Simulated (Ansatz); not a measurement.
**Al(H2O)H3 (AlH5O): structure and electronic state**

Aim: characterise Al(H2O)H3 (AlH5O) as a singlet: its structure, frontier levels and distribution of charge.

The runs use Ansatz 0.2.0, Gaussian basis; RKS PBE0-D4/def2-TZVP.

Levels to be run: relaxation at PBE-D4/def2-TZVP; a single point at PBE0-D4/def2-TZVP.

### Step 1. Where the work starts

7 atoms, charge 0, spin multiplicity 1.

Atoms are counted from 1 here; the program's logs count them from 0.

Bond lengths: Al1–O2 1.891 Å, Al1–H5 1.572 Å, Al1–H6 1.570 Å, Al1–H7 1.574 Å, O2–H3 0.965 Å, O2–H4 0.964 Å. Angles: O2–Al1–H5 95.5°, O2–Al1–H6 100.8°, O2–Al1–H7 95.1°, H5–Al1–H6 117.6°, H5–Al1–H7 120.1°, H6–Al1–H7 117.8°, Al1–O2–H3 124.8°, Al1–O2–H4 123.3°, H3–O2–H4 111.4°.

As a file:

```xyz
7
AlH5O
Al    0.03817   -0.06331   -0.87800
O    -0.02494    0.03811    1.00906
H    -0.73470   -0.31947    1.55583
H     0.58796    0.56818    1.53129
H     1.60720   -0.04011   -0.97839
H    -0.73574    1.24578   -1.26953
H    -0.73795   -1.42918   -0.97026
```

The start is a GFN2-xTB geometry.

### Step 2. Relaxation at PBE-D4/def2-TZVP

Contents of in.yaml:

```yaml
crystal:
  periodic: [false, false, false]
  atoms:
    - {symbol: Al, position_ang: [0.038170, -0.063310, -0.878000]}
    - {symbol: O, position_ang: [-0.024940, 0.038110, 1.009060]}
    - {symbol: H, position_ang: [-0.734700, -0.319470, 1.555830]}
    - {symbol: H, position_ang: [0.587960, 0.568180, 1.531290]}
    - {symbol: H, position_ang: [1.607200, -0.040110, -0.978390]}
    - {symbol: H, position_ang: [-0.735740, 1.245780, -1.269530]}
    - {symbol: H, position_ang: [-0.737950, -1.429180, -0.970260]}
basis:
  gaussian: {orbitals: def2-TZVP}
hamiltonian: {xc: pbe, dispersion: d4}
scf: {omitted_lower_state_checks: [starts]}
output: {orbitals: {seedname: orbitals}}
relax: {f_tol: 0.02, max_steps: 100}
```

Run with:

```bash
$ ansatz run in.yaml --threads 4 --pin off --events-out ev --progress --plain --max-ram 3916MiB
```

After this run come: Single point, PBE0-D4/def2-TZVP.

**Question.** What will the summary of the whole plan be? Wanted: point group; commonest bond, hydrogen aside; HOMO, LUMO at PBE0-D4/def2-TZVP; dipole at PBE-D4/def2-TZVP.

As calculated:

| quantity | value |
| --- | --- |
| point group | C1 |
| commonest bond, hydrogen aside | Al–O, 1 of mean length 2.063 Å |
| HOMO, LUMO at PBE0-D4/def2-TZVP | -7.61, -0.77 eV |
| dipole at PBE-D4/def2-TZVP | 4.41 D |

**Reading.** The molecule keeps its bonding pattern by the stored test; the atoms moved 0.36 Å (rms), and the angle Al1–O2–H3 went from 125° to 108°. No usable vibrations, so a minimum isn't proven. The HOMO lies nearest to H5 55 %; H6 26 % and the LUMO to H3, H4 about 29 % each; O2 12 %. The point group is read from a loosely relaxed geometry; soft torsions can leave it below the true symmetry.
